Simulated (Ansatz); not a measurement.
Li₂H₂⁺ (the lowest doublet isomer of a short search) was relaxed with PBE-D4 (def2-TZVP) in Ansatz in these states: charge +1 doublet, charge +1 quartet. The geometries follow in no particular order.

A:

```xyz
4

Li    0.199   -0.990    1.278
Li   -0.186    0.989   -1.281
H     0.178   -0.473   -0.393
H    -0.190    0.474    0.395
```

B:

```xyz
4

Li   -1.954   -1.312    2.896
Li    1.953    1.312   -2.897
H    -0.464    1.485    0.360
H     0.465   -1.485   -0.359
```

Task: Judge from the bond lengths which geometry belongs to which state (an estimate).

Result: A is the charge +1 doublet (Li1–H3 1.749 Å, Li2–H3 1.750 Å, Li2–H4 1.753 Å); B is the charge +1 quartet (Li1–H3 4.059 Å, Li2–H3 4.059 Å, Li2–H4 4.059 Å).

At PBE-D4/def2-TZVP the gap within one spin of the charge 1 quartet nearly closes, so an electron or hole may be smeared out by delocalisation error. At PBE0-D4/def2-TZVP a doublet lies 4.62 eV below the charge +1 quartet. In the doublet, H3 and H4 lie 1.29 Å apart (atoms count from 1), so these atoms are partly bonded to each other. These are the stationary points nearest to one start from a short search; other shapes may lie lower in each state. The charge +1 quartet has come apart into loosely held pieces.
